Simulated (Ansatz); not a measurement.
`FCC#CCF`. The species carries charge 0 and has multiplicity 1.

```xyz
10

F     2.724    0.773   -0.399
C     1.787   -0.041   -1.002
C     0.517   -0.004   -0.307
C    -0.541    0.011    0.262
C    -1.819    0.051    0.942
F    -1.957   -0.996    1.832
H     2.181   -1.063   -1.010
H     1.665    0.294   -2.037
H    -1.918    0.987    1.501
H    -2.638   -0.012    0.218
```

(1) List the harmonic frequencies (cm⁻¹, unscaled) at PBE0-D4/def2-TZVP in Ansatz. (Best estimate.)

(2) Is this a minimum?

(3) Give the ideal-gas thermochemistry at 298.15 K and 1 bar (rigid rotor, harmonic oscillator; point group C2, symmetry number 2).

Results:

(1) Ansatz gave: 51, 124, 126, 305, 338, 496, 590, 804, 1018, 1022, 1056, 1076, 1194, 1257, 1271, 1399, 1400, 1478, 1478, 2371, 3055, 3056, 3097, 3098.

(2) Yes, all 24 modes are real.

(3) Zero-point energy 186.4 kJ/mol; H(298) − E = 205.9 kJ/mol; entropy 336.5 J/(mol·K), of which translation 165.0, rotation 107.7, vibration 63.8; G(298) − E = 105.6 kJ/mol. Modes under 100 cm⁻¹ are hindered rotations or soft bends, so the harmonic entropy is rough.
